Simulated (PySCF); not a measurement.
CH3F, SMILES CF (connectivity only; charge and spin as stated), charge +1, multiplicity 2. Atoms are numbered in the order given.

```xyz
5

C      0.0828     0.5663     0.0000
F     -0.0188    -0.7167     0.0000
H      1.0886     0.9794     0.0000
H     -0.7083     1.0367    -0.7247
H     -0.7083     1.0367     0.7247
```
Charge +1, spin multiplicity 2.

Coordinates come from a B3LYP-D3(BJ)/def2-TZVP optimisation. The spin state was assumed, not searched.

All values below come from PySCF with PBE/pcH-1.

Unrestricted Kohn–Sham, ⟨S²⟩ = 0.752. Hyperfine tensors hold the contact and dipolar terms, without spin-orbit corrections.

Task: Estimate the hyperfine couplings. (The exact figures need the calculation; the answer reports its results.)

Result: 
```json
[
 {"nucleus": "13C no. 1", "A(iso) (MHz)": "-22.3", "A(iso) (G)": "-8.0", "dipolar principal values (MHz)": "-41.9, -36.7, 78.6"},
 {"nucleus": "19F no. 2", "A(iso) (MHz)": "94.7", "A(iso) (G)": "33.8", "dipolar principal values (MHz)": "-608.6, -592.0, 1200.6"},
 {"nucleus": "1H no. 3", "A(iso) (MHz)": "-31.9", "A(iso) (G)": "-11.4", "dipolar principal values (MHz)": "-17.3, -5.9, 23.1"},
 {"nucleus": "1H no. 4", "A(iso) (MHz)": "505.2", "A(iso) (G)": "180.3", "dipolar principal values (MHz)": "-22.8, -20.9, 43.7"},
 {"nucleus": "1H no. 5", "A(iso) (MHz)": "505.2", "A(iso) (G)": "180.3", "dipolar principal values (MHz)": "-22.8, -20.9, 43.7"}
]
```

Task: And the g tensor (effective nuclear charges for spin-orbit coupling, GIAO)? (Estimate from the structure and the level; the computed values follow.)

Result: principal values 2.0021, 2.0086, 2.0182; isotropic 2.0096.
